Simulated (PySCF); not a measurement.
# Which functional comes closest?

Molecule: SMILES [BH3-][PH3+], BH₆P.

Mapped SMILES: `[BH3-:1][PH3+:2]`. Each H is labelled by its parent atom.

Geometry PBE0-D3(BJ)/def2-SVP throughout; GIAO in PySCF, gas phase, one conformer, non-relativistic; equivalent atoms averaged; basis pcSseg-2.

Reference values (measured; O. Kühl, Phosphorus-31 NMR Spectroscopy, Springer 2008, chapter 6 (publisher's sample)): δ(P2) = -113.0 ppm vs 85 % H3PO4. Computed shifts are taken against H3PO4, calculated as an isolated molecule at each level.

Question: How do the functionals WP04, B97-2, BHandHLYP, CAM-B3LYP, wB97X-D, LC-wPBE perform against the reference? Times are CPU seconds on 1 thread of an Arm Neoverse V2, shared host.

Answer: 
```csv
functional,kind,P2,abs. error P,core-s
WP04,global hybrid,-101.3,11.7,5.9
B97-2,global hybrid,-133.4,20.4,5.4
BHandHLYP,global hybrid,-125.6,12.6,5.5
CAM-B3LYP,range-separated hybrid,-138.6,25.6,7.3
wB97X-D,range-separated hybrid,-140.1,27.1,7.2
LC-wPBE,range-separated hybrid,-149.5,36.5,9.9
```

For ³¹P the closest is WP04 (11.7 ppm) and the furthest LC-wPBE (36.5 ppm). One molecule is a small sample, and vibrational and solvent effects are absent from the calculation.
